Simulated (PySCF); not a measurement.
The vertical singlet excitations below were computed for one of the candidates. The calculation used TDDFT PBE0/def2-SVPD, vertical, gas phase, core orbitals frozen in the response (PySCF 2.14.0, density-fitted response routines). Geometries: GFN2-xTB, one conformer each.

| state | E (eV) | λ (nm) | f |
| --- | --- | --- | --- |
| S1 | 5.17 | 239.9 | 0.0012 |
| S2 | 7.12 | 174.2 | 0.028 |
| S3 | 7.50 | 165.2 | 0.0004 |
| S4 | 7.65 | 162.0 | 0.0018 |
| S5 | 7.83 | 158.3 | 0.049 |
| S6 | 8.00 | 154.9 | 0.126 |
| S7 | 8.24 | 150.6 | 0.0040 |
| S8 | 8.60 | 144.2 | 0.0027 |

Triplets computed (Tamm–Dancoff): 4.26, 4.78, 7.02 eV.

Question: Which candidate is it? All have the formula C3H5N.
A. `[H]/N=C\C=C`
B. `C1=NCC1`
C. `[C-]#[N+]CC`

Answer: B. Its S1 lies at 5.17 eV; the nearest of the others has S1 at 4.46 eV. S1 is HOMO→LUMO (100%). Löwdin shares by element: HOMO nitrogen 61%, carbon 33%; LUMO carbon 45% or more, nitrogen 38%, hydrogen 7% or more. At the same level the other candidates give, for their lowest levels:
- `[H]/N=C\C=C`: 4.46 eV (f 0.003); 6.39 eV (f 0.565); 7.24 eV (f 0.001); 7.46 eV (f 0.044); 7.59 eV (f 0.000); T1 3.54 eV; HOMO -7.60, LUMO -1.42 eV
- `[C-]#[N+]CC`: 7.87 eV (f 0.028); 8.05 eV (f 0.000); 8.07 eV (f 0.065); 8.34 eV (f 0.013); 8.34 eV (f 0.003); T1 5.77 eV; HOMO -8.52, LUMO 0.37 eV
